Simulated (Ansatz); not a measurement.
## Which is lower?

Two relaxed structures of NaAlHCl, singlet (PBE0-D4/def2-TZVP; forces vanish, vibrations not checked).

A:

```
4
angstrom
Na -2.6793 -0.3693 -0.0310
Al 0.1471 0.1990 -0.1479
Cl 1.4030 -1.0699 1.0739
H 1.1292 1.2402 -0.8950
```

B:

Na1  (2.935, -0.246, 1.594)
Al2  (0.332, 0.088, -0.232)
Cl3  (0.767, -1.540, 1.489)
H4  (1.967, 0.770, 0.112)
(Å)

Program: Ansatz 0.2.0. Basis: def2-TZVPP. Cores are frozen in the correlated methods. The outer core shell of Li, Na, Mg and K is correlated. The def2 sets are not built for correlating such inner shells, so the correlated values are less sure here. B3LYP uses VWN-RPA correlation.

**Question.** Which structure is lower at CCSD(T), and by how much? (To be estimated.)

**Answer.** The calculation gives: B, by 4.05 kcal/mol (electronic energy, against the other). By their contacts, A is NaAlHCl ([Na][AlH][Cl]) and B is NaAlHCl ([H]1[Na][Cl][Al]1).

All methods give the same order:

| method | E(B) − E(A) (kcal/mol) |
| --- | --- |
| PBE-D4 | -2.81 |
| r2SCAN-D4 | -3.23 |
| PBE0-D4 | -2.57 |
| B3LYP-D4 | -4.16 |
| wB97M-V | -5.79 |
| HF | -1.81 |
| MP2 | -3.09 |
| CCSD | -4.00 |
| CCSD(T) | -4.05 |

No T1 diagnostic of these runs exceeds 0.010. The restricted Hartree–Fock reference is unstable towards an unrestricted one at one or more of these structures.

Labels in which every atom is bracketed show which atoms are joined, not bond orders.

For scale, one of the runs: CCSD(T)/def2-TZVPP, 130 basis functions, launched by `ansatz run in.yaml --threads 2 --pin off --events-out ev --progress --plain --max-ram 4352MiB`. Time: 11 s of wall clock on 2 CPU threads of an Arm Neoverse V1; the host was shared. Peak host memory: 0.62 GiB.
